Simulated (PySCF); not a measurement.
# What builds the first ionisation energy along the second row

All values are computed (PySCF 2.14, energy differences of UHF-based or UKS calculations, no spin-orbit coupling). Each column adds one step, in eV (sums use unrounded values): valence MP2, valence CCSD, valence triples, then the next inner shell at CCSD(T) (Be 1s, B 1s, C 1s, N 1s, O 1s, F 1s, Ne 1s). References (NIST) marked * lie between the lowest fine-structure levels; the others compare directly ((s) semi-empirical, (t) theoretical).

| element | UHF | + MP2 | + CCSD | + (T) | + inner shell | sum | reference |
| --- | --- | --- | --- | --- | --- | --- | --- |
| Be [He] 2s2 → [He] 2s1 (ANO-RCC-VTZP, spin-free X2C) | 8.039 | 0.747 | 0.502 | 0.000 | 0.006 | 9.293 | 9.323 |
| B [He] 2s2 2p1 → [He] 2s2 (ANO-RCC-VTZP, spin-free X2C) | 8.034 | 0.213 | -0.096 | 0.035 | 0.028 | 8.214 | 8.297 |
| C [He] 2s2 2p2 → [He] 2s2 2p1 (ANO-RCC-VTZP, spin-free X2C) | 10.799 | 0.453 | -0.100 | 0.027 | 0.017 | 11.196 | 11.262 |
| N [He] 2s2 2p3 → [He] 2s2 2p2 (ANO-RCC-VTZP, spin-free X2C) | 13.894 | 0.692 | -0.140 | 0.024 | 0.014 | 14.484 | 14.545 |
| O [He] 2s2 2p4 → [He] 2s2 2p3 (ANO-RCC-VTZP, spin-free X2C) | 12.033 | 1.255 | 0.050 | 0.038 | 0.007 | 13.383 | 13.608 |
| F [He] 2s2 2p5 → [He] 2s2 2p4 (ANO-RCC-VTZP, spin-free X2C) | 15.659 | 1.582 | -0.094 | 0.044 | 0.007 | 17.198 | 17.427 |
| Ne [Ne] → [He] 2s2 2p5 (ANO-RCC-VTZP, spin-free X2C) | 19.656 | 1.936 | -0.269 | 0.059 | 0.009 | 21.391 | 21.597 |

What remains against the references is mostly basis incompleteness.

These are valence bases, so the inner-shell step is incomplete.
